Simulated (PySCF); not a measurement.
Compound: C5H9F.
Z-matrix (Å and degrees, PBE0-D3(BJ)/def2-TZVP geometry), rows numbered from 1:
```
F 
C   1  1.3982
C   2  1.5282  1  108.97
C   3  1.5420  2  106.11  1   101.73
C   4  1.5292  3  104.96  2   -11.71
C   2  1.5153  1  108.46  3   114.26
H   2  1.0925  1  106.07  3  -122.92
H   3  1.0916  2  110.97  1  -136.52
H   3  1.0912  2  108.28  1   -19.22
H   4  1.0908  3  112.62  2  -134.87
H   4  1.0937  3  109.86  2   105.95
H   5  1.0935  4  110.38  3   -83.29
H   5  1.0913  4  113.10  3   155.98
H   6  1.0909  2  111.78  1    42.59
H   6  1.0958  2  108.69  1   161.86
```

Computed with PySCF at wB97X-D/pcSseg-2, non-relativistic, on one gas-phase PBE0-D3(BJ)/def2-TZVP geometry that isn't relaxed in the solvent. The solvent is an IEF-PCM continuum (cavity from Bondi-type radii × 1.2). The model holds no explicit solvent molecules, cavitation or dispersion.

Gas phase at wB97X-D/pcSseg-2: HOMO -10.79 eV, LUMO 2.22 eV, dipole 1.92 D.

Problem. What does the continuum do to the energy, the frontier levels and the dipole at wB97X-D/pcSseg-2 in chloroform?

Solution. 
```tsv
solvent	ε	E(solvent) − E(gas) (kcal/mol)	polarisation term (kcal/mol)	distortion of the solute (kcal/mol)	HOMO (eV)	LUMO (eV)	dipole (D)
chloroform	4.711	-2.04	-2.26	0.22	-10.70	2.43	2.31
```

The polarisation term is half the interaction of the solute with the surface charges that it induces; the rest is the cost of distorting the solute's density. The sum is the electrostatic part of solvation alone.

Problem. Which radius a makes the point-dipole formula ΔE = −[(ε − 1)/(2ε + 1)]·μ²/a³ give the value in chloroform, with the gas-phase dipole?

Solution. μ = 0.754 au and |ΔE| = 0.00325 Eh give a = 2.10 Å; the farthest nucleus lies 2.28 Å from the centroid of the nuclei, so such a sphere wouldn't even hold the nuclei. The formula assumes a rigid point dipole at the centre of a sphere.

wB97X-D is run here without its empirical dispersion term; that term would change no orbital, density or response property at a fixed geometry.
